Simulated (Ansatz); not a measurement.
## TO(Γ) frequency of some cubic solids

Method: PBE-D3(BJ) (PAW; Ansatz, a quantum-chemistry and plane-wave program). References are measured values at room or unstated temperature, uncorrected unless marked, so that the deviations hold thermal and zero-point effects besides the level's error.

Values in cm⁻¹.

```json
[
 {"solid": "zinc-blende GaP", "reference": "366", "PBE-D3(BJ)": "359", "deviation (%)": "-1.9"},
 {"solid": "cubic BN", "reference": "1055", "PBE-D3(BJ)": "1046", "deviation (%)": "-0.9"},
 {"solid": "rock-salt MgO", "reference": "396", "PBE-D3(BJ)": "395", "deviation (%)": "-0.3"},
 {"solid": "zinc-blende BP", "reference": "794", "PBE-D3(BJ)": "822", "deviation (%)": "+3.5"},
 {"solid": "zinc-blende AlAs", "reference": "361", "PBE-D3(BJ)": "359", "deviation (%)": "-0.6"},
 {"solid": "zinc-blende GaAs", "reference": "271", "PBE-D3(BJ)": "263", "deviation (%)": "-3.0"},
 {"solid": "zinc-blende InP", "reference": "307", "PBE-D3(BJ)": "297", "deviation (%)": "-3.3"},
 {"solid": "rock-salt NbC", "reference": "557", "PBE-D3(BJ)": "542", "deviation (%)": "-2.7"},
 {"solid": "3C-SiC", "reference": "796", "PBE-D3(BJ)": "794", "deviation (%)": "-0.3"}
]
```

Over these 9 solids the mean deviation is -1.0 %, the mean absolute deviation 1.8 % (median 1.9 %), and the worst case zinc-blende BP at +3.5 %; the value is too low in 8 of 9 cases.

Spin–orbit coupling is left out, also for the solids with elements from indium on (zinc-blende InP); its size isn't shown.

Differences are worked out from the printed values.

Each level is taken at its own relaxed cell. Caveats: the dispersion coefficients are held fixed in the derivatives (zinc-blende GaP, cubic BN, rock-salt MgO, zinc-blende BP, zinc-blende AlAs, zinc-blende GaAs and 3 more). Ansatz's density-functional and Hartree–Fock values are scalar-relativistic unless marked +SOC, with PAW data made under PBE.

Ansatz's runs of these crystals have no spin polarisation.

Not in this set, of the solids of all kinds but layered and molecular ones with a reference value in our tables and a result at some level: 29 for no value at PBE-D3(BJ) (not run, a failed fit, an unstable or unbound cell, or a value held back for tests); 7 for a reference of another kind, counted apart; 3 for a doubt noted on the run at PBE-D3(BJ); 1 for sources at odds; 1 for a run that ended without the magnetic order (PBE-D3(BJ)). These can be a level's best or worst cases. At least 7 more with a reference value are held back for tests. Solids without a released value at any level aren't counted. The metals Ce to Yb are counted apart.

References as tabulated in Han and Bester (2011), arXiv:1107.0196; Ioffe Institute, NSM Archive: BN, mechanic properties page; He et al. (2014), arXiv:1309.4805; Solozhenko et al. (2014), arXiv:1505.05714 and others.
